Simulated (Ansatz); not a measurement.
Predict the output of the script below (Ansatz 0.2.0 through its Python package).

Script `ch5o_relaxed_scan.py`:
```python
"""Relaxed scan of one distance in CH5O(+)."""

import ansatz
import numpy as np

geometry_ang = [
    ("C", (-0.28976, -0.41158, -0.29805)),
    ("O", (0.2994, 0.50518, 0.67875)),
    ("H", (-0.01981, -1.42456, -0.00468)),
    ("H", (-1.37168, -0.30224, -0.24191)),
    ("H", (0.05832, -0.2057, -1.30933)),
    ("H", (0.04775, 1.43196, 0.47638)),
    ("H", (1.27577, 0.40695, 0.69885)),
]
geometry = ansatz.Crystal.molecule()
for symbol, xyz in geometry_ang:
    geometry = geometry.atom(symbol, xyz)

calculation = (
    geometry.calculation()
    .basis(gaussian="def2-SVP")
    .functional("hf")
    .charge(1)
)
symbols = [site.symbol for site in geometry.cartesian_sites]
pairs = [(0, 1), (0, 2), (0, 3), (0, 4), (1, 5), (1, 6)]
print("held (A)   E (eV)        ", "  ".join(f"{symbols[i]}{i}-{symbols[j]}{j}" for i, j in pairs))
for length in [1.0, 1.09, 1.18, 1.31, 1.47]:
    rep = calculation.relax(constraints=[ansatz.DistanceConstraint((0, 3), at=length)], force_tolerance=0.02, max_steps=60).run().report
    xyz = np.array(rep["positions_ang"])
    print(f"{length:6.2f} {rep['free_energy_ev']:14.5f}  ", "  ".join(f"{np.linalg.norm(xyz[i] - xyz[j]):.3f}" for i, j in pairs))
```

`python ch5o_relaxed_scan.py` gives:
```text
held (A)   E (eV)         C0-O1  C0-H2  C0-H3  C0-H4  O1-H5  O1-H6
DeckWarning: relax.constraints: the input's atoms, or those drawn, lie off the distances that are held; a relaxation that starts there is brought onto them ahead of its first SCF, by positions alone, [...]
  1.00    -3136.32372   1.497  1.082  1.000  1.083  0.960  0.960
  1.09    -3136.47749   1.495  1.083  1.090  1.084  0.960  0.960
  1.18    -3136.32401   1.494  1.082  1.180  1.083  0.960  0.960
  1.31    -3135.80188   1.490  1.082  1.310  1.083  0.960  0.961
  1.47    -3134.94179   1.483  1.081  1.470  1.082  0.960  0.961
```
(Warnings from the package without file and line, shortened, repeats left out.)

What to keep in mind:
- Total energies depend on the basis set; only differences at equal settings carry meaning.
- The energies are electronic: no zero-point or thermal terms, and the basis set is short of its limit.
- Finished in 13 s on 1 thread of Arm Neoverse V2, with other jobs on the host, peak memory 0.17 GiB.

(Lines on the test bed's own set-up are left out of the output.)
